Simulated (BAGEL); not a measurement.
**NO+ (nitrosonium): CASPT2(10,8)/aug-cc-pVTZ (density fitting with cc-pvqz-jkfit)**

What is the vertical singlet–triplet gap of NO+ (nitrosonium) at CASPT2(10,8)/aug-cc-pVTZ (density fitting with cc-pvqz-jkfit)? 

The calculation is run with BAGEL 1.2.2.

### Step 1. Starting point

The species is NO+ (2 atoms), meant as a singlet with charge +1. SMILES: `N#[O+]`. Geometry: the measured bond length.

Bond lengths: N1–O2 1.063 Å.

### Step 2. A single-point energy at CASPT2(10,8)/aug-cc-pVTZ (density fitting with cc-pvqz-jkfit)

The input, calc.json:

```json
{ "bagel": [

{
  "title": "molecule",
  "basis": "aug-cc-pvtz.json",
  "df_basis": "cc-pvqz-jkfit",
  "angstrom": true,
  "geometry": [
    { "atom": "N", "xyz": [    0.000000,    0.000000,    0.000000 ] },
    { "atom": "O", "xyz": [    0.000000,    0.000000,    1.063220 ] }
  ]
},
{ "title": "hf", "charge": 1 },
{ "title": "casscf", "nstate": 1, "nact": 8, "nclosed": 2, "charge": 1, "maxiter": 200, "natocc": true },
{ "title": "print", "file": "orbitals.molden", "orbitals": true },
{ "title": "smith", "method": "caspt2", "ms": true, "xms": true, "sssr": true, "shift": 0.0, "ncore": 2 }

]}
```

The basis set aug-cc-pVTZ is read from a file made from the Basis Set Exchange's data (not shown).

Launch:

```console
$ BAGEL_NUM_THREADS=1 BAGEL calc.json > calc.out
```

The log of the run:

```text
* using 1 threads per process

  ===============================================================
  ===============================================================

  *** Geometry ***

  { "atom" : "N", "xyz" : [      0.000000,      0.000000,      0.000000 ] },
  { "atom" : "O", "xyz" : [      0.000000,      0.000000,      2.009195 ] },

  Number of auxiliary basis functions:      212

  Since a DF basis is specified, we compute 2- and 3-index integrals:
    o Being stored without compression. Storage requirement is 0.014 GB

  Number of basis functions:       92
  Number of electrons      :       15

    * METHOD: MOLECULE                             0.05

  *** RHF ***

  === Nuclear Repulsion ===
    27.8718645224

      * DIIS with orbital gradients will be used.

  === RHF iteration (aug-cc-pvtz.json) ===
      0       -128.92966368          0.01259785           0.01
      1       -128.95333996          0.00860098           0.01
      2       -128.96498769          0.00240288           0.01
      3       -128.96620631          0.00031254           0.01
      4       -128.96623195          0.00004737           0.01
      5       -128.96623269          0.00000825           0.01
      6       -128.96623272          0.00000262           0.01
      7       -128.96623273          0.00000028           0.01
      8       -128.96623273          0.00000009           0.01
      9       -128.96623273          0.00000004           0.01
     10       -128.96623273          0.00000001           0.01
    * SCF iteration converged.

    * Permanent dipole moment:
           (   -0.000000,    -0.000000,     0.253253) a.u.

    * METHOD: HF                                   0.16

  ---------------------------
      CASSCF calculation
  ---------------------------

    * nstate   :      1
    * nclosed  :      2
    * nact     :      8
    * nvirt    :     82
  === CASSCF iteration (aug-cc-pvtz.json) ===

    * Using the second-order algorithm

      0  0      -129.05218391     6.90e-03      0.04

      1  0      -129.08927089     1.96e-03      0.12

      2  0      -129.10028071     1.06e-03      0.12

      3  0      -129.11472644     2.07e-03      0.13

      4  0      -129.13625779     2.03e-03      0.13

      5  0      -129.14137564     8.00e-04      0.14

      6  0      -129.14181819     2.50e-04      0.14

      7  0      -129.14185347     7.46e-05      0.14

      8  0      -129.14185652     2.24e-05      0.14

      9  0      -129.14185680     6.78e-06      0.14

     10  0      -129.14185682     2.07e-06      0.14

     11  0      -129.14185682     6.32e-07      0.14

     12  0      -129.14185682     1.94e-07      0.14

     13  0      -129.14185682     5.97e-08      0.13

     14  0      -129.14185682     1.84e-08      0.12

     15  0      -129.14185682     5.66e-09      0.11

    * Second-order optimization converged. *

     guess   0:   closed 11111...             open ........

  === FCI iteration ===

      0  0      -128.96224062     1.25e-02      0.00
      1  0      -129.11881694     5.00e-03      0.00
      2  0      -129.13853558     1.85e-03      0.00
      3  0      -129.14139482     6.74e-04      0.00
      4  0      -129.14182049     2.02e-04      0.00
      5  0      -129.14185473     4.55e-05      0.00
      6  0      -129.14185667     1.17e-05      0.00
      7  0      -129.14185680     4.26e-06      0.00
      8  0      -129.14185682     1.47e-06      0.00
      9  0      -129.14185682     5.01e-07      0.00
     10  0      -129.14185682     1.80e-07      0.00
     11  0      -129.14185682     4.59e-08      0.00
     12  0      -129.14185682     1.40e-08      0.00
     13  0      -129.14185682     3.68e-09      0.00
     14  0      -129.14185682     9.37e-10      0.00
     15  0      -129.14185682     2.36e-10      0.00
     16  0 *    -129.14185682     5.49e-11      0.00

     * ci vector, state   0, <S^2> = 0.0000
       22222...    -0.9614124051
       2222.2..     0.1198817282
       222.2.2.     0.1198817282
       222baba.    -0.0796810921
       222abab.    -0.0796810921
       2.222.2.     0.0514256281
       2.2222..     0.0514256281
       222aabb.    -0.0513001807
       222bbaa.    -0.0513001807

    * METHOD: CASSCF                               2.09

    * METHOD: PRINT                                0.02

  === SMITH program ===

    * freezing 2 orbitals

    * Approximate memory requirement for SMITH calulation per MPI process:
      o Storage requirement for T-amplitude, lambda, and residual is 0.01 GB
      o Storage requirement for MO integrals is 0.00 GB
    * Calculating and saving rdm4f

    * Zeroth order energy : state  0      -13.6045012644

    * CASPT2 iteration is performed using redundant basis

      ---- iteration ----

        0    -0.22583267     0.00672349      0.15
        1    -0.22679239     0.00051719      0.15
        2    -0.22680291     0.00004698      0.15
        3    -0.22680297     0.00000399      0.15
        4    -0.22680297     0.00000038      0.15

      -------------------

    * CASPT2 energy : state  0     -129.3686597952
        reference weight              0.9582917876

    * METHOD: SMITH                                1.84

  ===============================================================
```

Wall time 4.5 s (1 thread of Arm Neoverse V1, shared host); peak memory 0.22 GiB.

### Step 3. The triplet at the same level

The input, job.json:

```json
{ "bagel": [

{
  "title": "molecule",
  "basis": "aug-cc-pvtz.json",
  "df_basis": "cc-pvqz-jkfit",
  "angstrom": true,
  "geometry": [
    { "atom": "N", "xyz": [    0.000000,    0.000000,    0.000000 ] },
    { "atom": "O", "xyz": [    0.000000,    0.000000,    1.063220 ] }
  ]
},
{ "title": "hf", "charge": 1 },
{ "title": "casscf", "nstate": 1, "nact": 8, "nclosed": 2, "charge": 1, "nspin": 2, "maxiter": 200, "natocc": true },
{ "title": "print", "file": "orbitals.molden", "orbitals": true },
{ "title": "smith", "method": "caspt2", "ms": true, "xms": true, "sssr": true, "shift": 0.0, "ncore": 2 }

]}
```

The basis set aug-cc-pVTZ is read from a file made from the Basis Set Exchange's data (not shown).

Launch:

```console
$ BAGEL_NUM_THREADS=1 BAGEL job.json > job.out
```

The log of the run:

```text
* using 1 threads per process

  ===============================================================
  ===============================================================

  *** Geometry ***

  { "atom" : "N", "xyz" : [      0.000000,      0.000000,      0.000000 ] },
  { "atom" : "O", "xyz" : [      0.000000,      0.000000,      2.009195 ] },

  Number of auxiliary basis functions:      212

  Since a DF basis is specified, we compute 2- and 3-index integrals:
    o Being stored without compression. Storage requirement is 0.014 GB

  Number of basis functions:       92
  Number of electrons      :       15

    * METHOD: MOLECULE                             0.05

  *** RHF ***

  === Nuclear Repulsion ===
    27.8718645224

      * DIIS with orbital gradients will be used.

  === RHF iteration (aug-cc-pvtz.json) ===
      0       -128.92966368          0.01259785           0.01
      1       -128.95333996          0.00860098           0.01
      2       -128.96498769          0.00240288           0.01
      3       -128.96620631          0.00031254           0.01
      4       -128.96623195          0.00004737           0.01
      5       -128.96623269          0.00000825           0.01
      6       -128.96623272          0.00000262           0.01
      7       -128.96623273          0.00000028           0.01
      8       -128.96623273          0.00000009           0.01
      9       -128.96623273          0.00000004           0.01
     10       -128.96623273          0.00000001           0.01
    * SCF iteration converged.

    * Permanent dipole moment:
           (   -0.000000,    -0.000000,     0.253253) a.u.

    * METHOD: HF                                   0.16

  ---------------------------
      CASSCF calculation
  ---------------------------

    * nstate   :      1
    * nclosed  :      2
    * nact     :      8
    * nvirt    :     82
  === CASSCF iteration (aug-cc-pvtz.json) ===

    * Using the second-order algorithm

      0  0      -128.73762911     1.85e-02      0.03

      1  0      -128.79117642     2.18e-03      0.12

      2  0      -128.80118030     1.33e-03      0.10

      3  0      -128.81251739     1.23e-03      0.12

      4  0      -128.82460094     1.36e-03      0.11

      5  0      -128.83147370     9.40e-04      0.13

      6  0      -128.83322109     4.03e-04      0.14

      7  0      -128.83345205     1.38e-04      0.13

      8  0      -128.83347556     4.40e-05      0.14

      9  0      -128.83347780     1.38e-05      0.14

     10  0      -128.83347801     4.27e-06      0.14

     11  0      -128.83347803     1.32e-06      0.14

     12  0      -128.83347803     4.08e-07      0.14

     13  0      -128.83347803     1.26e-07      0.14

     14  0      -128.83347803     3.88e-08      0.13

     15  0      -128.83347803     1.19e-08      0.12

     16  0      -128.83347803     3.68e-09      0.11

    * Second-order optimization converged. *

     guess   0:   closed 1111....             open ....11..

  === FCI iteration ===

      0  0      -128.69818711     1.26e-02      0.00
      1  0      -128.81823589     4.75e-03      0.00
      2  0      -128.83080910     1.95e-03      0.00
      3  0      -128.83315629     5.69e-04      0.00
      4  0      -128.83342318     2.03e-04      0.00
      5  0      -128.83346022     9.80e-05      0.00
      6  0      -128.83347317     6.50e-05      0.00
      7  0      -128.83347717     3.10e-05      0.00
      8  0      -128.83347793     1.08e-05      0.00
      9  0      -128.83347802     2.91e-06      0.00
     10  0      -128.83347803     9.36e-07      0.00
     11  0      -128.83347803     3.29e-07      0.00
     12  0      -128.83347803     1.18e-07      0.00
     13  0      -128.83347803     3.71e-08      0.00
     14  0      -128.83347803     1.06e-08      0.00
     15  0      -128.83347803     3.29e-09      0.00
     16  0      -128.83347803     8.92e-10      0.00
     17  0      -128.83347803     2.39e-10      0.00
     18  0 *    -128.83347803     7.12e-11      0.00

     * ci vector, state   0, <S^2> = 2.0000
       2222aa..    -0.9613091856
       222.aa2.     0.1433380098
       2a2b2aa.    -0.0917511033
       22aba2a.    -0.0811257729
       222aaba.     0.0692278547
       2a2a2ab.     0.0670419271
       222baaa.    -0.0506325401

    * METHOD: CASSCF                               2.12

    * METHOD: PRINT                                0.02

  === SMITH program ===

    * freezing 2 orbitals

    * Approximate memory requirement for SMITH calulation per MPI process:
      o Storage requirement for T-amplitude, lambda, and residual is 0.01 GB
      o Storage requirement for MO integrals is 0.00 GB
    * Calculating and saving rdm4f

    * Zeroth order energy : state  0      -12.4100248278

    * CASPT2 iteration is performed using redundant basis

      ---- iteration ----

        0    -0.24903489     0.00529410      0.15
        1    -0.24972906     0.00035317      0.15
        2    -0.24973623     0.00003430      0.16
        3    -0.24973627     0.00000288      0.16
        4    -0.24973627     0.00000036      0.16

      -------------------

    * CASPT2 energy : state  0     -129.0832143015
        reference weight              0.9482616695

    * METHOD: SMITH                                1.82

  ===============================================================
```

Run time: 4.5 s. Hardware: 1 thread of Arm Neoverse V1, shared host; peak memory 0.16 GiB.

### Step 4. Summary of results

Level: CASPT2(10,8)/aug-cc-pVTZ (density fitting with cc-pvqz-jkfit), 2 core orbitals frozen.

| quantity | value |
| --- | --- |
| singlet: total energy | -129.36866 Eh |
| triplet: total energy | -129.08321 Eh |
| vertical energy of the triplet above the singlet | 7.767 eV |

**Reading.** At this shape the triplet lies 7.77 eV (749 kJ/mol) above the singlet.
